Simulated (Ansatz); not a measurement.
**Forces on a displaced structure**

AlH$_{2}$SF, closed shell, at a displaced guess of a reacting structure.

Al1  (-0.600, -0.322, 0.245)
F2  (1.290, 0.562, 0.488)
S3  (-0.351, -0.016, -1.772)
H4  (0.822, 0.512, -0.617)
H5  (-1.217, -0.692, 1.572)
(Å)

Computed with Ansatz 0.2.0 (basis: def2-TZVPP); correlated methods freeze the cores.

CCSD(T) forces from the calculation:
| atom | Fx | Fy | Fz (eV/Å) |
| --- | --- | --- | --- |
| Al1 | 1.277 | 0.545 | 0.259 |
| F2 | -1.904 | -0.710 | -0.597 |
| S3 | 0.376 | 0.264 | 0.179 |
| H4 | 0.602 | 0.137 | -0.503 |
| H5 | -0.352 | -0.236 | 0.662 |

(1) Which atom feels the largest CCSD(T) force, and how large is it?

No T1 diagnostic of these runs exceeds 0.015. These are differences at one structure, and CCSD(T) in triple zeta is itself an approximation.

Answers

(1) F2, 2.12 eV/Å, along (-0.90, -0.34, -0.28).

Root-mean-square difference of the force components from those of CCSD(T): PBE0-D4 0.119; wB97M-V 0.115; r2SCAN-D4 0.130; PBE-D4 0.210; r2SCANh-D4 0.121; CAM-B3LYP-D4 0.164 eV/Å.

For scale, one of the runs: CCSD(T)/def2-TZVPP forces, 143 basis functions (an equivalent command: `ansatz run in.yaml --threads 4`). Hardware: 4 CPU threads, shared host. Wall time 24 s; peak host memory 1.4 GiB.
